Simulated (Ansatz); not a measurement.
Voigt–Reuss–Hill bulk modulus (GPa) of solids drawn from the class of elemental solids other than molecular ones, at two levels: LDA (Ansatz, an electronic-structure program, PAW), and PBEsol in Ansatz (PAW).

```json
[
 {"solid": "hcp Tc", "LDA": "343", "PBEsol": "327", "shift (%)": "-4.7"},
 {"solid": "hcp Os", "LDA": "448", "PBEsol": "432", "shift (%)": "-3.6"},
 {"solid": "hcp Zr", "LDA": "103", "PBEsol": "99.0", "shift (%)": "-3.9"},
 {"solid": "hcp Co", "LDA": "272", "PBEsol": "247", "shift (%)": "-9.2"},
 {"solid": "hcp Ti", "LDA": "127", "PBEsol": "119", "shift (%)": "-6.3"},
 {"solid": "hcp Tl", "LDA": "42.6", "PBEsol": "36.0", "shift (%)": "-15.5"},
 {"solid": "hcp Lu", "LDA": "55.1", "PBEsol": "50.4", "shift (%)": "-8.5"},
 {"solid": "hcp Zn", "LDA": "95.1", "PBEsol": "84.1", "shift (%)": "-11.6"}
]
```

The shifts run from -15.5 % to -3.6 %, with a median of -7.4 %.

Over all 8 rows PBEsol is the larger in 0.

Ansatz's runs of these crystals have no spin polarisation, but for hcp Co.

Density-functional runs with spin start from parallel moments for hcp Co.

Spin–orbit coupling is left out, also for the solids with elements from indium on (hcp Os, hcp Tl, hcp Lu); its size isn't shown.

Each level is taken at its own relaxed cell. Ansatz's density-functional and Hartree–Fock values are scalar-relativistic unless marked +SOC, with PAW data made under PBE.
